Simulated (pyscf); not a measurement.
Optimised with ωB97X-D3(BJ)/def2-SVP in PySCF.

SMILES: C=C(C)C
```xyz
12

C      0.6905    -0.0685     1.5603
C     -0.2534    -0.3599     0.6588
C     -1.6168    -0.8675     1.0573
C     -0.0253    -0.2030    -0.8240
H      1.6760     0.2989     1.2560
H      0.5102    -0.1872     2.6337
H     -1.8104    -1.8571     0.6088
H     -2.4074    -0.1913     0.6889
H     -1.7176    -0.9562     2.1489
H     -0.7557     0.5013    -1.2580
H      0.9864     0.1668    -1.0457
H     -0.1651    -1.1664    -1.3438
```

Question: List the bond dissociation enthalpies at 298 K of H₂C=C(CH₃)–CH₃ from ωB97M-D3(BJ)/def2-TZVP, from the weakest bond up.

Answer: C–H to •H₂C–C(=CH₂)–CH₃ + H•: 88.5 kcal/mol; C–C to H₂C=C•–CH₃ + CH₃•: 99.3 kcal/mol; C–H to •HC=C(CH₃)–CH₃ + H•: 112.4 kcal/mol. Ring and multiple bonds, and those that leave no two simple radicals, are not listed. The radicals are drawn with the spin at the cut bond; how far it spreads was not checked. •HC=C(CH₃)–CH₃ lies 24.7 kcal/mol over its isomer •H₂C–CH=CH–CH₃, and others may lie lower still (electronic energy, ωB97M-D3(BJ)). H₂C=C•–CH₃ lies 20.3 kcal/mol over its isomer •H₂C–CH=CH₂, and others may lie lower still (electronic energy, ωB97M-D3(BJ)). Other isomers of •H₂C–C(=CH₂)–CH₃ were not searched in full and may lie lower.
